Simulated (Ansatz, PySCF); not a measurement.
Potential energy curve for disilane, SMILES [SiH3][SiH3], singlet. The Si1–H8 bond (Si1 also carries H, H, Si; H8 carries nothing else) is varied alone, starting from the PBE0/def2-TZVP optimised geometry. Each curve is given relative to its own lowest point near equilibrium.

| R / Å | A | B | C |
|---|---|---|---|
| 1.23 | 88.6 | 88.2 | 88.2 |
| 1.30 | 42.5 | 41.8 | 41.8 |
| 1.41 | 6.4 | 6.2 | 6.2 |
| 1.45 | 1.5 | 1.4 | 1.4 |
| 1.49 | 0.0 | 0.0 | 0.0 |
| 1.53 | 1.3 | 1.4 | 1.4 |
| 1.59 | 7.8 | 7.6 | 7.6 |
| 1.67 | 22.6 | 21.9 | 21.9 |
| 1.78 | 51.1 | 48.9 | 48.9 |
| 1.97 | 111.5 | 105.2 | 105.2 |
| 2.18 | 190.3 | 170.2 | 170.2 |
| 2.46 | — | 250.9 | 250.9 |
| 2.74 | — | 320.1 | 313.0 |
| 3.14 | — | 397.9 | 356.6 |
| 3.64 | — | 465.7 | 376.2 |
| 4.30 | — | 519.9 | 383.0 |

Energies in kJ/mol.

### Question
Assign the columns to these levels of theory: PySCF with restricted B3LYP/6-31G*, spherical d; unrestricted B3LYP/6-31G*, spherical d in PySCF; MP2 on UHF/cc-pVDZ, frozen core (Ansatz, a quantum-chemistry and plane-wave program).

### Answer
A is UMP2; B is RKS-B3LYP/6-31G*; C is UKS-B3LYP/6-31G*.

Dashes: no converged value, or the column stops at the first point that the program doubted or that broke a chosen test of continuity, which isn't proof of a fault.

The restricted form behind RKS-B3LYP/6-31G* keeps the bonding electrons paired and can't separate into open-shell fragments. The unrestricted determinant behind UMP2 is spin-contaminated at 2.18 to 4.30 Å (<S²> up to 1.0, against 0.00 for a pure singlet). The unrestricted determinant behind UKS-B3LYP/6-31G* is spin-contaminated at 2.74 to 4.30 Å (<S²> up to 1.0, against 0.00 for a pure singlet).
